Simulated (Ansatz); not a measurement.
Predict the output of the script below (Ansatz's Python interface).

Script `c2h4n.py`:
```python
"""A short Born-Oppenheimer trajectory of C2H4N."""

import ansatz as az
from ase import Atoms
import numpy as np

BASIS = "6-31G*"
XC = "pbe0"
VDW = "d4"
N_STEPS = 40
TEMPERATURE_K = 200

atoms = Atoms(["C", "C", "N", "H", "H", "H", "H"], positions=[
    (-0.8716, 0.2863, -0.3849),
    (0.2682, 0.0307, 0.1353),
    (0.8146, -1.1747, 0.2372),
    (-1.467, -0.4495, -0.8042),
    (-1.2782, 1.343, -0.4513),
    (0.8135, 0.921, 0.5114),
    (1.7818, -1.0248, 0.7108),
])
c2h4n = az.Crystal.molecule_from_ase(atoms)

setup = (
    c2h4n.calculation()
    .basis(gaussian=BASIS)
    .functional(XC, dispersion=VDW)
    .spin("collinear", total=1)
)
symbols = [site.symbol for site in c2h4n.cartesian_sites]
start = np.array([site.position_ang for site in c2h4n.cartesian_sites], dtype=float)
r = setup.relax(force_tolerance=0.02).run().report
end = np.array(r["positions_ang"])
minimum = az.Crystal.molecule()
for symbol, place in zip(symbols, end):
    minimum = minimum.atom(symbol, place.tolist())

# dynamics from the relaxed geometry
setup = (
    minimum.calculation()
    .basis(gaussian=BASIS)
    .functional(XC, dispersion=VDW)
    .spin("collinear", total=1)
    .md("nvt_nose_hoover", timestep=0.5, steps=N_STEPS, temperature=TEMPERATURE_K, initial_velocities="maxwell_boltzmann", seed=86, thermostat_time=50)
)
frames = []
outcome = setup.session().plan().execute(on_event=lambda e: frames.append(e["data"]) if e["event"] == "md_step" else None)
print("t (fs)   E_pot (eV)      E_kin (eV)   T (K)   d(0-1) (A)")
for f in frames[::3]:
    xyz = np.array(f["positions_ang"])
    print(f"{f['time_fs']:6.2f} {f['lagrangian_ev']:14.5f} {f['e_kin_ev']:10.5f} {f['temperature_k']:8.1f} {np.linalg.norm(xyz[0] - xyz[1]):9.4f}")
kept = np.array([f["conserved_ev"] for f in frames])
print(f"conserved energy moves by at most {1000 * np.ptp(kept):.3f} meV")
```

```console
$ python c2h4n.py
t (fs)   E_pot (eV)      E_kin (eV)   T (K)   d(0-1) (A)
  0.00    -3622.82563    0.12926    200.0    1.3985
  1.50    -3622.78975    0.09409    145.6    1.4131
  3.00    -3622.75408    0.05881     91.0    1.4264
  4.50    -3622.76200    0.06619    102.4    1.4368
  6.00    -3622.74576    0.05016     77.6    1.4429
  7.50    -3622.71825    0.02351     36.4    1.4428
  9.00    -3622.75460    0.05929     91.7    1.4361
 10.50    -3622.77539    0.08032    124.3    1.4240
 12.00    -3622.75110    0.05716     88.4    1.4091
 13.50    -3622.75360    0.05992     92.7    1.3945
 15.00    -3622.76663    0.07306    113.0    1.3826
 16.50    -3622.73949    0.04704     72.8    1.3748
 18.00    -3622.73047    0.03867     59.8    1.3708
 19.50    -3622.76406    0.07225    111.8    1.3701
conserved energy moves by at most 1.242 meV
```

Reading the output:
- Total energies depend on the basis set; only differences at equal settings carry meaning.
- The trajectory is only some femtoseconds long, so its temperature is not equilibrated; where the script doesn't relax first, it starts from a rough generated geometry.
- The species is open-shell (spin multiplicity 2).
- The temperature counts the internal degrees of freedom alone.
- The whole script took 96 s on 1 thread of Arm Neoverse V1, with other jobs on the host, peak memory 0.2 GiB.
